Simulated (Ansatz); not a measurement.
Compare A (`O=C1CCSC1`) with its isomer B (`CC1=CC(O)S1`).

Program: Ansatz. Geometries: PBE0-D4/def2-TZVP. ΔE: electronic, gas phase. CCSD(T)/CBS is the MP2 limit (def2-TZVPP, def2-QZVPP) plus CCSD(T) − MP2 in def2-TZVPP, frozen cores. DFT in def2-TZVPP. B3LYP here is the variant with VWN-RPA as its local correlation; programs differ in this. Each species was taken in one conformer, which may not be the lowest.

Q: Which isomer does CCSD(T)/CBS put lower? Give the gap. (An estimate is asked.)

A: The calculation gave: A, by 108.4 kJ/mol.

Q: Give E(B) − E(A) in kJ/mol with B3LYP, CCSD(T)/def2-SVP, ωB97M-V, PBE-D4, B2PLYP, BLYP-D4, CCSD(T)/def2-TZVPP. (An estimate is asked.)

A: Computed: B3LYP 108.8, CCSD(T)/def2-SVP 124.3, ωB97M-V 116.3, PBE-D4 104.2, B2PLYP 111.0, BLYP-D4 105.0, CCSD(T)/def2-TZVPP 112.3. None reverses the order clearly.

Q: Does the order hold for the free energy at 298.15 K (harmonic terms from PBE0-D4)? (An estimate is asked.)

A: Computed: Yes: G(B) − G(A) = +105.2 kJ/mol, for one conformer each.

Largest T1 diagnostic: 0.013.

From r2SCAN to r2SCAN0 (25 % exact exchange), in def2-TZVPP and without D4, E(B) − E(A) moves by +4.2 kJ/mol. In def2-TZVPP, CCSD(T) changes the Hartree–Fock value by −19.8 kJ/mol (the triples alone add −4.7 kJ/mol) and MP2 by −23.1 kJ/mol.
